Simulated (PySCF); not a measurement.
Simulated outer-valence photoelectron spectrum of `Fc1cocc1`. Theory: EOM-IP-CCSD/aug-cc-pVDZ in PySCF, restricted Hartree–Fock reference, frozen core, non-relativistic, gas phase, PBE0-D3(BJ)/def2-SVP geometry.

Each root has a Gaussian of 0.6 eV full width with its one-hole share as area; cross sections and vibrations are left out, and the highest printed point is 100.

(ionisation energy (eV), intensity): (8.2, 0), (8.4, 2), (8.6, 12), (8.8, 33), (9.0, 53), (9.2, 45), (9.4, 21), (9.6, 6), (9.8, 9), (10.0, 27), (10.2, 49), (10.4, 49), (10.6, 26), (10.8, 7), (11.0, 1), (11.2, 0), (11.4, 0), (11.6, 0), (11.8, 0), (12.0, 0), (12.2, 3), (12.4, 14), (12.6, 37), (12.8, 53), (13.0, 41), (13.2, 17), (13.4, 4), (13.6, 5), (13.8, 20), (14.0, 44), (14.2, 52), (14.4, 34), (14.6, 18), (14.8, 30), (15.0, 69), (15.2, 97), (15.4, 77), (15.6, 36), (15.8, 17), (16.0, 36), (16.2, 78), (16.4, 100), (16.6, 74), (16.8, 31), (17.0, 7), (17.2, 1)

Question: Where are the maxima, and how many lines lie under the curve?

Answer: 6 maxima, at 9.0, 10.3, 12.8, 14.2, 15.2 and 16.4 eV, from 8 lines. At this width some lines have no maximum of their own.

Question: List the lines with their holes.

Answer: 
| E (eV) | leading hole (HF orbital) | area | Koopmans (eV) |
| --- | --- | --- | --- |
| 9.05 | HOMO | 0.96 | 8.98 |
| 10.29 | HOMO-1 | 0.95 | 10.98 |
| 12.81 | HOMO-2 | 0.95 | 14.58 |
| 14.16 | HOMO-3 | 0.95 | 15.98 |
| 15.14 | HOMO-5 | 0.87 | 17.62 |
| 15.29 | HOMO-4 | 0.95 | 16.80 |
| 16.31 | HOMO-7 | 0.94 | 18.84 |
| 16.47 | HOMO-6 | 0.94 | 18.32 |

The widest gap, 2.52 eV, lies between 10.29 and 12.81 eV. Only orbitals with −ε under 21 eV, eight at most, were ionised, so the high end of the curve may lack lines.

Time: 9.4 min of wall time; peak memory 3.0 GiB. Hardware: one thread, Arm Neoverse V1 (aarch64), on a shared host.
